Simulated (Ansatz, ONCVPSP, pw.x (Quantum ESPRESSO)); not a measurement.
# pw.x on bcc P: one setting changed

Potential: optimised norm-conserving Vanderbilt (ONCV), ONCVPSP 4.0.1.1 (patched build), PBEsol; core [Ne], reference 3s2 3p3; waves: 3s: rc 1.65 bohr, ncon 5, nbas 8, qcut 4.4 1/bohr, 1 projector; 3p: rc 1.80 bohr, ncon 4, nbas 7, qcut 4.5 1/bohr, 1 projector; d scattering state at 0.19 Ha: rc 1.85 bohr, ncon 4, nbas 7, qcut 5.9 1/bohr, 2 projectors, debl 1.5 Ha; local part: polynomial inside 1.65 bohr (lpopt 5, dvloc0 0 Ha); core correction: Teter function, fcfact 4, rcfact 1.4.

The reference run (k-mesh 15³, cutoffs 90/360 Ry, Fermi–Dirac 0.01 Ry, mixing_beta 0.4, conv_thr 1e-9, no spin) gives -1.73 GPa at 13.798 Å³/atom, where all-electron LAPW gives -1.04 GPa. This run, with its own iteration cap, changes nbnd to 6.

```
&control
  calculation='scf', prefix='x', pseudo_dir='./', outdir='./tmp', tstress=.true., disk_io='none'
/
&system
  ibrav=0, nat=1, ntyp=1, ecutwfc=90, ecutrho=360, nbnd=6,
  occupations='smearing', smearing='fd', degauss=0.01
/
&electrons
  conv_thr=1e-09, mixing_beta=0.4, electron_maxstep=50
/
ATOMIC_SPECIES
P 1.0 P.UPF
CELL_PARAMETERS angstrom
  -1.51095681 1.51095681 1.51095681
  1.51095681 -1.51095681 1.51095681
  1.51095681 1.51095681 -1.51095681
ATOMIC_POSITIONS crystal
P 0.0000 0.0000 0.0000
K_POINTS automatic
15 15 15 0 0 0
```

```bash
pw.x < P.scf.in > P.scf.out
```

How does the run end?

It converges in 6 iterations; the free energy moves by +0.0 meV/atom and the pressure by +0.00 GPa. The result is that of the reference run.

```
Message from routine setup:
     using ibrav=0 with symmetry is DISCOURAGED, use correct ibrav instead
     lattice parameter (alat)  =       4.9455  a.u.
     unit-cell volume          =      93.1135 (a.u.)^3
     number of electrons       =         5.00
     number of Kohn-Sham states=            6
     kinetic-energy cutoff     =      90.0000  Ry
     charge density cutoff     =     360.0000  Ry
     scf convergence threshold =      1.0E-09
     Exchange-correlation= PBESOL
     number of k points=   120  Fermi-Dirac smearing, width (Ry)=  0.0100
     iteration #  1     ecut=    90.00 Ry     beta= 0.40
     total energy              =     -14.14268500 Ry
     estimated scf accuracy    <       0.00238709 Ry
     iteration #  2     ecut=    90.00 Ry     beta= 0.40
     total energy              =     -14.14252380 Ry
     estimated scf accuracy    <       0.00067568 Ry
     iteration #  3     ecut=    90.00 Ry     beta= 0.40
     total energy              =     -14.14257235 Ry
     estimated scf accuracy    <       0.00001063 Ry
     iteration #  4     ecut=    90.00 Ry     beta= 0.40
     total energy              =     -14.14257366 Ry
     estimated scf accuracy    <       0.00000003 Ry
     iteration #  5     ecut=    90.00 Ry     beta= 0.40
     total energy              =     -14.14257371 Ry
     estimated scf accuracy    <          1.2E-09 Ry
     iteration #  6     ecut=    90.00 Ry     beta= 0.40
     the Fermi energy is    11.7665 ev
!    total energy              =     -14.14257371 Ry
     estimated scf accuracy    <          4.1E-10 Ry
     smearing contrib. (-TS)   =      -0.00203542 Ry
     The total energy is F=E-TS. E is the sum of the following terms:
     one-electron contribution =       6.15827948 Ry
     hartree contribution      =       0.18786907 Ry
     xc contribution           =      -4.55473403 Ry
     ewald contribution        =     -15.93195280 Ry
     convergence has been achieved in   6 iterations
          total   stress  (Ry/bohr**3)                   (kbar)     P=      -17.33
     Message from routine punch:
     Nothing written, as per user request (disk_io='none')
```

The run took about 15 s on one core of a shared host (Intel(R) Xeon(R) Platinum 8175M CPU @ 2.50GHz, 96 threads, 755 GiB, load 36).
